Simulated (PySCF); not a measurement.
Molecule: `C=C/C=C/C=O`, C₅H₆O.

Bonds (- single, = double, # triple, : aromatic): C1=C2, C2-C3, C3=C4, C4-C5, C5=O6. C1 carries H7, H8; C2 carries H9; C3 carries H10; C4 carries H11; C5 carries H12. Stereochemistry as in C=C/C=C/C=O. H7 is cis to C3; H8 is trans to C3.

Frames of a GFN2-xTB Langevin trajectory at 300 K; GIAO PBE0/pcSseg-1 shieldings in PySCF, gas phase, non-relativistic; equivalent atoms averaged within each frame.

Referencing at the same level of theory: TMS for ¹³C (186.93 ppm) and ¹H (31.72 ppm); ¹⁷O (336.08 ppm) against H2O. The references are static minima.

**Question.** How do the shifts (ppm) fluctuate along the trajectory?

**Answer.** 
```
         time (fs)     C5     C3     C2     C1     C4     O6    H12   H10    H9    H8
optimised geometry  196.8  159.0  145.1  135.8  140.5  711.6   9.88  6.98  6.98  5.98
               250  201.7  156.2  149.9  140.6  139.4  724.6  10.29  7.25  6.98  6.80
               425  194.7  155.5  148.5  137.8  143.9  710.7   9.55  7.58  7.10  5.55
               625  197.2  154.0  148.8  133.0  145.7  728.1   9.99  7.54  6.65  6.12
               800  196.7  159.9  156.5  131.2  141.8  715.5   9.73  7.32  6.84  6.04
              1000  193.7  157.7  142.1  132.0  139.0  729.4  10.43  7.34  6.56  5.74
    mean of frames  196.8  156.7  149.2  134.9  142.0  721.7  10.00  7.40  6.83  6.05
standard deviation    3.1    2.2    5.1    4.0    2.9    8.2   0.37  0.15  0.23  0.48
```

5 frames give an uncertainty of the mean of about the standard deviation over 2.2 at best, since frames this close in time may not be independent; classical motion lacks zero-point vibration, and the reference would need the same averaging.
